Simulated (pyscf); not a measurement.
# Routes from GeH₂ (SMILES [GeH2]) [singlet] + NH₃ (SMILES N)

Candidate steps break at most two bonds and form at most two. Each was searched with GFN2-xTB (tblite) first. Single points on ωB97X-D3(BJ)/def2-SVP structures (PySCF, gas phase). Energies: ωB97M-D3(BJ)/def2-TZVP, kcal/mol, from the separated reactants, singlet surface; ΔG‡ with ideal gas, 1 atm, RRHO with modes under 100 cm⁻¹ raised to 100, one conformer, R ln 2 for chiral ones without a mode under 150 cm⁻¹.

| products | type | ΔE‡ | ΔE | ΔG‡ 298 K | ΔG‡ 900 K | ν‡ (cm⁻¹) |
|---|---|---|---|---|---|---|
| H₂N–GeH: [singlet] + H₂ | four-centre exchange | 11.6 | -14.9 | 20.2 | 40.0 | 1360i |
| H₂N–GeH₃ | insertion | 24.0 | -36.5 | 31.9 | 50.4 | 1617i |
| HN=GeH₂ + H₂ | concerted two-bond exchange | 69.3 | +22.3 | 74.7 | 93.4 | 1395i |

Row 1: On the reactant side the descent ends in an adduct with a Ge–N contact, 27.4 kcal/mol under the separated species and 37.4 kcal/mol under the saddle at ωB97X-D3(BJ)/def2-TZVP. Row 2: On the reactant side the descent ends in an adduct with a Ge–N contact, 27.4 kcal/mol under the separated species and 48.5 kcal/mol under the saddle at ωB97X-D3(BJ)/def2-TZVP. Row 3: On the reactant side the descent ends in an adduct with a Ge–N contact, 27.4 kcal/mol under the separated species and 96.2 kcal/mol under the saddle at ωB97X-D3(BJ)/def2-TZVP. 

Plain bond fissions and candidates not yet searched are not listed, and one of them may be faster. Each barrier is that of the saddle found; lower ones may exist. One closed-shell reference is unstable to symmetry breaking; treat the single-reference values with care. Elements up to Kr have no core potential and no relativistic terms here.
